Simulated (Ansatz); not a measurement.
**Structure relaxation of K2Ti**

These are results of DFT PBE, scalar-relativistic, plane waves, PAW (Ansatz 0.2.0), not measurements.

K2Ti was placed on the cubic Laves (C15) structure type (Fd-3m, No. 227), with Ti in place of Mg, K in place of Cu, at a guessed volume.

Input of the last, converged step (default PAW datasets):

```yaml
crystal:
  lattice:
    - [0.0, 4.8896223997, 4.8896223997]
    - [4.8896223997, 0.0, 4.8896223997]
    - [4.8896223997, 4.8896223997, 0.0]
  atoms:
    - { symbol: K, position: [0.125, 0.125, 0.125] }
    - { symbol: K, position: [0.625, 0.125, 0.125] }
    - { symbol: K, position: [0.125, 0.125, 0.625] }
    - { symbol: K, position: [0.125, 0.625, 0.125] }
    - { symbol: Ti, position: [0.5, 0.5, 0.5] }
    - { symbol: Ti, position: [0.75, 0.75, 0.75] }
basis:
  ecutwfc: 420
kpoints:
  mp_grid: { grid: [8, 8, 8] }
hamiltonian:
  xc: pbe
scf:
  occupations: { method: gaussian, width: 0.1 }
output:
  forces: true
  stress: true
  eigenvalues: true
relax:
  adjacent_minimum: "off"
  f_tol: 0.01
  max_steps: 80
  cell: { stress_tol: 0.05 }
```

Launched as:

```bash
ansatz run input.yaml --threads 1 --pin off --max-ram 2560MiB --backend cpu --events-out ev --progress --plain --runs-dir out
```

It took 67 s on 1 thread of AMD EPYC 7R43 64-Core Processor (Zen 3) (shared host), peak memory 0.62 GiB.

End of the output:

```
SCF converged after 6 iterations
Free energy (F): -11141.918993 eV
Harris-Foulkes:  -11141.918993 eV  (|F-HF|=3.64e-12)
Internal energy: -11141.784984 eV  (E = F + TS)
E sigma→0 (E₀):  -11141.851989 eV
Entropy (-TS):   -0.134009 eV (-22.335 meV/atom)
Fermi energy:    4.747066 eV
--- Per-component energies (eV) ---
  E_band       = -988.306729
  E_kinetic    = 1545.985663
  E_local      = -4992.998964  (includes V_loc(G=0)·N_el)
  E_nonlocal   = 77.805983
  E_hartree    = 1864.826138
  E_xc         = -724.089408
  E_vxc        = -888.061689  (∫ρ·V_xc dr)
  E_paw        = -5225.080780  (= ΣΔE_a)
  E_vpaw       = -460.690264  (= ΣTr[D̂ρ^β])
  E_aug_tail   = 0.000233  (compensation charges beyond the density's cutoff)
  E_ewald      = -3688.233849
  E_smearing   = -0.134009  (= −TS)
  E_closure    =  0.000000  (closes the sum)
  Σ components = -11141.918993   (vs F -11141.918993, Δ=0.00e0)
--- Forces (eV/Å), atoms counted from 1 ---
  atom   1  K      0.00000000     0.00000000     0.00000000
  atom   2  K      0.00000000     0.00000000     0.00000000
  atom   3  K      0.00000000     0.00000000     0.00000000
  atom   4  K      0.00000000     0.00000000     0.00000000
  atom   5  Ti     0.00000000     0.00000000     0.00000000
  atom   6  Ti     0.00000000     0.00000000     0.00000000
  max |Σ_I F_I| component: 1.39e-17 eV/Å
--- Stress (GPa, compression-positive) ---
        0.003742       0.000000       0.000000
        0.000000       0.003742       0.000000
        0.000000       0.000000       0.003742
  P = ⅓ Tr σ = 0.0037 GPa (0.037 kbar)
--- Relaxed structure (3 steps of the walk, 3 accepted, 1 SCFs on fresh bases) ---
  F+E_penalty+E_count = -11141.91899307 eV   max|allowed force component| = 1.141e-16 eV/Å   (the final SCF, on the basis selected at the relaxed cell)
  cell:  # Å, volume = 238.6629 Å³
    - [0.000000, 4.923247, 4.923247]
    - [4.923247, 0.000000, 4.923247]
    - [4.923247, 4.923247, 0.000000]
  atoms:
    - { symbol: K, position: [0.125, 0.125, 0.125] }
    - { symbol: K, position: [0.625000, 0.125, 0.125000] }
    - { symbol: K, position: [0.125, 0.125, 0.625000] }
    - { symbol: K, position: [0.125, 0.625000, 0.125000] }
    - { symbol: Ti, position: [0.5, 0.5, 0.5] }
    - { symbol: Ti, position: [0.75, 0.75, 0.75] }
```

Total energies depend on the potentials used, so only differences within one code and one set of settings carry meaning.

The result has space group Fd-3m (No. 227). Around K lie 6 K at 3.48 Å and 6 Ti at 4.08 Å; Ti is coordinated by 12 K at 4.08 Å and 4 Ti at 4.26 Å.

Against the elements it lies at 1.44 eV/atom. Formation energies are uncorrected and refer to the elements' standard structures at the same level.

For metals, differences of a few meV/atom aren't resolved.

A structure relaxed within its symmetry needn't be a true minimum.